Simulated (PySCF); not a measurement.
Molecule: SMILES CC(=O)CS, C3H6OS.

Cartesian coordinates in Å; atom numbers follow the order of the lines, from 1:
```xyz
11

C     1.4189   -0.1292   -0.3554
C     0.2303   -0.4592    0.5015
O     0.3039   -0.8211    1.6469
C    -1.1088   -0.2647   -0.1800
S    -1.4852    1.5276   -0.1779
H     1.5505   -0.9207   -1.0921
H     1.2528    0.8047   -0.8872
H     2.3159   -0.0613    0.2541
H    -1.9062   -0.7875    0.3470
H    -1.0825   -0.5538   -1.2286
H    -1.4840    1.6679    1.1458
```

Frames of a GFN2-xTB Langevin trajectory at 600 K; GIAO PBE0/pcSseg-1 shieldings in PySCF 2.14, gas phase, non-relativistic; equivalent atoms averaged within each frame.

δ = σ(ref) − σ, references computed at the same level: TMS for ¹³C (186.93 ppm) and ¹H (31.72 ppm); ¹⁷O (336.08 ppm) vs H2O; CS2 for ³³S (503.73 ppm). The references are static minima.

Problem. How do the shifts (ppm) fluctuate along the trajectory?

Solution. 
```tsv
time (fs)	C2	C4	C1	O3	S5	H9/H10	H6/H7/H8	H11
optimised geometry	207.3	37.9	27.4	665.3	-78	2.94	2.38	1.97
250	218.3	42.0	41.5	740.8	-102	4.32	4.07	1.80
425	215.5	57.3	29.4	717.4	-51	3.60	2.77	2.53
625	203.8	42.0	34.8	636.6	-2	3.76	3.85	2.40
800	193.6	49.4	30.4	626.4	-28	3.07	2.02	4.74
1000	213.1	37.9	23.7	752.6	-117	3.54	2.12	0.94
mean of frames	208.8	45.7	32.0	694.8	-60	3.66	2.97	2.48
standard deviation	10.1	7.7	6.7	59.2	49	0.45	0.95	1.41
```

5 frames give an uncertainty of the mean of about the standard deviation over 2.2 at best, since frames this close in time may not be independent; classical motion lacks zero-point vibration, and the reference would need the same averaging.
